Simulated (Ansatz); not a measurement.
**SiPH₂ (sextet): the correlation ladder, def2-TZVPP**

An exercise on one series of results from a longer session: the logs are not shown, and one member is left open.

Computed with Ansatz 0.2.0, Gaussian basis. Level: def2-TZVPP, core rule «outside noble gas», up to 10 orbitals frozen.

To be run: UHF; ROHF; CCSD(T) on UHF.

### The system

The geometry is a PBE0/def2-TZVP stationary point (not a proven minimum) of the parent state, kept for this charge and spin.

4 atoms, charge 0, spin multiplicity 6.

Atoms are counted from 1 here; the program's logs count them from 0.

Bond lengths: Si1–P2 2.275 Å, Si1–H3 1.499 Å, P2–H4 1.427 Å. Angles: P2–Si1–H3 115.3°, Si1–P2–H4 96.5°.

Set-up of the first run:

Input file in.yaml:

```yaml
crystal:
  periodic: [false, false, false]
  atoms:
    - {symbol: Si, position_ang: [-0.059994, -0.083342, 1.179230]}
    - {symbol: P, position_ang: [0.000332, 0.090462, -1.088224]}
    - {symbol: H, position_ang: [0.995175, 0.691262, 1.910267]}
    - {symbol: H, position_ang: [0.666308, -1.148881, -1.327757]}
basis:
  gaussian: {orbitals: def2-TZVPP}
magnetization: {spin_polarized: true, initial_magnetization: 5}
hamiltonian: {xc: hf}
output: {orbitals: {seedname: orbitals}}
```

Run with:

```sh
$ ansatz run in.yaml --threads 1 --pin off --events-out ev --progress --plain --max-ram 4096MiB --backend cpu
```

Among the steps run: UHF; ROHF; CCSD(T) on UHF.

One of the session's tables, all rows but one given; the rest of the session is left out.

| method | from UCCSD(T) (meV) |
| --- | --- |
| ROHF | ? |
| UHF | +6513.5 |
| UMP2 | +1370.0 |
| UCCSD | +288.9 |
| UCCSD(T) | 0 |

**Question.** Estimate the row for ROHF.

As computed: from UCCSD(T) (meV): +6680.2. In the column «from UCCSD(T) (meV)» it is the highest.
